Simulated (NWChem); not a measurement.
System: NO cation

Excerpt of the output:

```
             Northwest Computational Chemistry Package (NWChem) 7.3.0
             --------------------------------------------------------

                             Geometry "geometry" -> ""
                             -------------------------

 Output coordinates in angstroms (scale by  1.889725989 to convert to a.u.)

  No.       Tag          Charge          X              Y              Z
 ---- ---------------- ---------- -------------- -------------- --------------
    1 N                    7.0000     0.00000000     0.00000000    -0.57325100
    2 O                    8.0000     0.00000000     0.00000000     0.50311400

 Effective nuclear repulsion energy (a.u.)      27.5314841564

                              NWChem Property Module
                              ----------------------

  itol2e modified to match energy
  convergence criterion.

                                 NWChem DFT Module
                                 -----------------

 Summary of "ao basis" -> "ao basis" (spherical)
 ------------------------------------------------------------------------------
       Tag                 Description            Shells   Functions and Types
 ---------------- ------------------------------  ------  ---------------------
 N                         def2-tzvp                11       31   5s3p2d1f
 O                         def2-tzvp                11       31   5s3p2d1f

  itol2e modified to match energy
  convergence criterion.

            General Information
            -------------------
          SCF calculation type: DFT
          Wavefunction type:  closed shell.
          No. of atoms     :     2
          No. of electrons :    14
           Alpha electrons :     7
            Beta electrons :     7
          Charge           :     1
          Spin multiplicity:     1
          Use of symmetry is: off; symmetry adaption is: off
          Maximum number of iterations: 150
          AO basis - number of functions:    62
                     number of shells:    22
          Convergence on energy requested:  1.00D-07
          Convergence on density requested:  1.00D-05
          Convergence on gradient requested:  5.00D-04

              XC Information
              --------------
                         B3LYP Method XC Potential
                     Hartree-Fock (Exact) Exchange  0.200
                        Slater Exchange Functional  0.800 local
                    Becke 1988 Exchange Functional  0.720 non-local
              Lee-Yang-Parr Correlation Functional  0.810
                  VWN I RPA Correlation Functional  0.190 local

             Grid Information
             ----------------
          Grid used for XC integration:  fine
          Radial quadrature: Mura-Knowles
          Angular quadrature: Lebedev.
          Tag              B.-S. Rad. Rad. Pts. Rad. Cut. Ang. Pts.
          ---              ---------- --------- --------- ---------
          N                   0.65       70           6.0       590
          O                   0.60       70           6.0       590
          Grid pruning is: on
          Number of quadrature shells:   140
          Spatial weights used:  Erf1

      Superposition of Atomic Density Guess
      -------------------------------------

 Sum of atomic energies:        -129.09585906

 Renormalizing density from      15.00 to     14

      Non-variational initial energy
      ------------------------------

 Total energy =    -123.802068
 1-e energy   =    -215.717622
 2-e energy   =      64.384069
 HOMO         =      -1.068578
 LUMO         =      -0.600462

   convergence    iter        energy       DeltaE   RMS-Dens  Diis-err
 ---------------- ----- ----------------- --------- --------- ---------
 d= 0,ls=0.0,diis     1   -129.4906203345 -1.57D+02  1.64D-02  1.48D+00
 d= 0,ls=0.0,diis     2   -128.8136160969  6.77D-01  1.28D-02  8.96D+00
 d= 0,ls=0.0,diis     3   -129.5854584535 -7.72D-01  1.32D-03  6.36D-02
 d= 0,ls=0.0,diis     4   -129.5910350938 -5.58D-03  1.91D-04  6.75D-04
 d= 0,ls=0.0,diis     5   -129.5910879496 -5.29D-05  2.05D-05  1.26D-05
  Resetting Diis
 d= 0,ls=0.0,diis     6   -129.5910889921 -1.04D-06  3.08D-06  1.67D-07
 d= 0,ls=0.0,diis     7   -129.5910890039 -1.18D-08  4.89D-07  1.23D-09

         Total DFT energy =     -129.591089003932
      One electron energy =     -224.598328513948
           Coulomb energy =       82.460571040660
    Exchange-Corr. energy =      -14.984815687025
 Nuclear repulsion energy =       27.531484156381

 Numeric. integr. density =       14.000000013809

                       DFT Final Molecular Orbital Analysis
                       ------------------------------------

 Vector    5  Occ=2.000000D+00  E=-9.795758D-01
              MO Center=  1.4D-10, -2.1D-10,  1.0D-01, r^2= 6.9D-01
   Bfn.  Coefficient  Atom+Function         Bfn.  Coefficient  Atom+Function
  ----- ------------  ---------------      ----- ------------  ---------------
    38      0.319079  2 O  py                41      0.252824  2 O  py
    37     -0.249741  2 O  px                 7      0.235349  1 N  py
    40     -0.197884  2 O  px                10      0.185201  1 N  py
     6     -0.184206  1 N  px                 9     -0.144955  1 N  px
    44      0.083944  2 O  py                43     -0.065702  2 O  px

 Vector    6  Occ=2.000000D+00  E=-9.795758D-01
              MO Center= -1.7D-11, -8.3D-11,  1.0D-01, r^2= 6.9D-01
   Bfn.  Coefficient  Atom+Function         Bfn.  Coefficient  Atom+Function
  ----- ------------  ---------------      ----- ------------  ---------------
    37      0.319079  2 O  px                40      0.252824  2 O  px
    38      0.249741  2 O  py                 6      0.235349  1 N  px
    41      0.197884  2 O  py                 9      0.185201  1 N  px
     7      0.184206  1 N  py                10      0.144955  1 N  py
    43      0.083944  2 O  px                44      0.065702  2 O  py

 Vector    7  Occ=2.000000D+00  E=-9.182349D-01
              MO Center= -7.7D-11,  2.1D-10, -5.1D-01, r^2= 9.2D-01
   Bfn.  Coefficient  Atom+Function         Bfn.  Coefficient  Atom+Function
  ----- ------------  ---------------      ----- ------------  ---------------
     8     -0.372985  1 N  pz                 4      0.357325  1 N  s
    39      0.296131  2 O  pz                11     -0.239640  1 N  pz
     3      0.215110  1 N  s                 42      0.204173  2 O  pz
     5      0.198260  1 N  s                  2     -0.133047  1 N  s
    45      0.072716  2 O  pz                35      0.069534  2 O  s

 Vector    8  Occ=0.000000D+00  E=-5.006310D-01
              MO Center= -8.0D-11,  3.9D-11, -2.0D-01, r^2= 9.6D-01
   Bfn.  Coefficient  Atom+Function         Bfn.  Coefficient  Atom+Function
  ----- ------------  ---------------      ----- ------------  ---------------
     6      0.318871  1 N  px                 7     -0.307084  1 N  py
     9      0.293802  1 N  px                10     -0.282942  1 N  py
    37     -0.264882  2 O  px                38      0.255090  2 O  py
    40     -0.232210  2 O  px                41      0.223626  2 O  py
    12      0.204329  1 N  px                13     -0.196776  1 N  py

 Vector    9  Occ=0.000000D+00  E=-5.006310D-01
              MO Center=  5.0D-11, -3.0D-11, -2.0D-01, r^2= 9.6D-01
   Bfn.  Coefficient  Atom+Function         Bfn.  Coefficient  Atom+Function
  ----- ------------  ---------------      ----- ------------  ---------------
     7      0.318871  1 N  py                 6      0.307084  1 N  px
    10      0.293802  1 N  py                 9      0.282942  1 N  px
    38     -0.264882  2 O  py                37     -0.255090  2 O  px
    41     -0.232210  2 O  py                40     -0.223626  2 O  px
    13      0.204329  1 N  py                12      0.196776  1 N  px

 Vector   10  Occ=0.000000D+00  E=-1.148935D-01
              MO Center=  8.1D-10, -1.6D-09,  3.9D-02, r^2= 3.1D+00
   Bfn.  Coefficient  Atom+Function         Bfn.  Coefficient  Atom+Function
  ----- ------------  ---------------      ----- ------------  ---------------
     5      3.611673  1 N  s                 36     -2.741703  2 O  s
    14      1.747937  1 N  pz                45      1.138965  2 O  pz
     4     -0.461947  1 N  s                 35     -0.384466  2 O  s
    11      0.350247  1 N  pz                34     -0.174118  2 O  s
     8      0.114132  1 N  pz                42      0.101346  2 O  pz

     Multipole analysis of the density
     ---------------------------------

     L   x y z        total         alpha         beta         nuclear
     -   - - -        -----         -----         ----         -------
     0   0 0 0      1.000000     -7.000000     -7.000000     15.000000

     1   1 0 0     -0.000000     -0.000000     -0.000000      0.000000
     1   0 1 0      0.000000      0.000000      0.000000      0.000000
     1   0 0 1     -0.167880     -0.095425     -0.095425      0.022970

     2   2 0 0     -5.823519     -2.911760     -2.911760      0.000000
     2   1 1 0      0.000000      0.000000      0.000000      0.000000
     2   1 0 1      0.000000      0.000000      0.000000      0.000000
     2   0 2 0     -5.823519     -2.911760     -2.911760      0.000000
     2   0 1 1     -0.000000     -0.000000     -0.000000      0.000000
     2   0 0 2     -5.355219    -10.400583    -10.400583     15.445948

          -----------------------
          Electric field gradient
          -----------------------

 1 a.u. = 0.324123 10**(16) esu/cm**3  ( or statvolts/cm**2 ) = 0.97174 10**(22) v/m**2

 ------------------------------------------------------------
   Atom      X         Y         Z
 ------------------------------------------------------------
    1 N    0.00000   0.00000  -1.08329
 ------------------------------------------------------------

 Electric field gradient in molecular frame (a.u.)
         XX             YY             ZZ             XY             XZ             YZ
 ------------------------------------------------------------------------------------------
       -0.760803      -0.760803       1.521606      -0.000000      -0.000000       0.000000

 Principal components (a.u.) and orientation
 of principal axis w.r.t. absolute frame                      Asymmetry parameter eta
 --------------------------------------------------------------------------------------
        1.521606      -0.760803      -0.760803                       0.000000

       -0.000000       0.690202       0.723616
        0.000000       0.723616      -0.690202
        1.000000      -0.000000       0.000000

 ------------------------------------------------------------
   Atom      X         Y         Z
 ------------------------------------------------------------
    2 O    0.00000   0.00000   0.95075
 ------------------------------------------------------------

 Electric field gradient in molecular frame (a.u.)
         XX             YY             ZZ             XY             XZ             YZ
 ------------------------------------------------------------------------------------------
       -0.481318      -0.481318       0.962637       0.000000      -0.000000      -0.000000

 Principal components (a.u.) and orientation
 of principal axis w.r.t. absolute frame                      Asymmetry parameter eta
 --------------------------------------------------------------------------------------
        0.962637      -0.481318      -0.481318                       0.000000

       -0.000000       0.752462       0.658635
       -0.000000      -0.658635       0.752462
        1.000000       0.000000       0.000000
```

Level: B3LYP/def2-TZVP. The geometry was optimised at PBE-D3(BJ)/def2-SVP. NWChem prints the field gradient with the sign opposite to the second derivative of the potential.

Question: Which NWChem input produces such a log?

Answer: This is not unique; one that fits is the input that was run:
```
start job
memory heap 200 mb stack 900 mb global 1100 mb
charge 1
geometry units angstroms noautosym nocenter noautoz
  N      0.000000     0.000000    -0.573251
  O      0.000000     0.000000     0.503114
end
basis spherical
  * library def2-tzvp
end
dft
  xc b3lyp
  iterations 150
end
property
  efieldgrad
end
task dft property
```
